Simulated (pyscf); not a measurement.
Structures and frequencies: ωB97X-D3(BJ)/def2-SVP in PySCF. Correlated levels are frozen-core, on RHF or UHF. ΔMP2 is the change of the MP2 total energy from the triple- to the quadruple-zeta basis.

Problem. `[CH3][In]` [singlet] + `[ClH]` → `[Cl][In]` [singlet] + `[CH4]`
Surface: singlet. Broken: C–In, Cl–H. Formed: Cl–In, C–H. Give ΔE‡ and ΔE from CCSD(T)/def2-TZVPP + ΔMP2(QZVPP), relative to the separated reactants.

Solution. ΔE‡ = -0.07 eV, ΔE = -2.35 eV. Zero-point energy shifts the barrier by +0.03 eV. It is a four-centre exchange, with an imaginary mode of 249i cm⁻¹. On the reactant side the descent ends in a complex, 0.21 eV under the separated species and 0.04 eV under the saddle at ωB97X-D3(BJ)/def2-TZVP. At CCSD(T) the saddle lies under the separated reactants, which points to a path from their complex (located at ωB97X-D3(BJ) alone). At ωB97X-D3(BJ)/def2-TZVP the barrier from the zero used here is -0.16 eV. This is the saddle that the search found; another between the same sides may lie lower. The CCSD(T) − MP2 part came from Ansatz, without density fitting, on the same reference. The frozen core leaves the outer d or s,p core shells of the metals and heavy elements correlated in the MP2 and CC values, and def2-TZVPP describes them poorly, which can shift differences by a few kcal/mol. Elements past Kr carry the def2 core potentials, without spin-orbit coupling.
